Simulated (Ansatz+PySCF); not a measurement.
Values are calculated unless marked as measured or tabulated.
**Several solutions for triplet NH**

```xyz
2

N     0.0000    0.0000   -0.2421
H     0.0000    0.0000    1.6945
```

Basis set: 6-31G (spherical functions). Charge 0, multiplicity 3.

PBE0 (unrestricted) was run from several starts with Ansatz (development build ahead of 0.2.0) and PySCF 2.14.0.

| run | program | start | converged | energy (hartree) | <S²> |
| --- | --- | --- | --- | --- | --- |
| A | Ansatz | atomic start, no search | yes | -55.04254 | 2.61 |
| B | PySCF | program defaults | no | – | – |
| C | Ansatz | search for the lowest state | yes | -55.04254 | 2.61 |
| D | Ansatz | stability test followed | yes | -55.04254 | 2.61 |

(1) Which runs reached the lowest solution of this kind, and what is wrong with the others?

Results:

(1) A, C, D reached the lowest solution found. Not converged: B. Caution: the unrestricted determinant is spin contaminated.
